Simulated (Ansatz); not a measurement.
## Ansatz (development build ahead of 0.2.0) run

```yaml
crystal:
  periodic: [false, false, false]
  atoms:
    - { symbol: S, position_ang: [0.0, 0.0, 0.0] }
    - { symbol: H, position_ang: [0.0, 0.0, 2.992] }
basis:
  gaussian: { orbitals: pcseg-2 }
magnetization:
  spin_polarized: true
  initial_magnetization: 1
hamiltonian:
  xc: pbe0
```

The input is written out in the form of the current development build from the run's settings.

Results

* Converged: yes
* Total energy: -398.48547 hartree
* Spin squared of the determinant: 1.685
* Stability test: minimum

Caution: charge can spread falsely over distant fragments; the unrestricted determinant is a mixture of spin states.
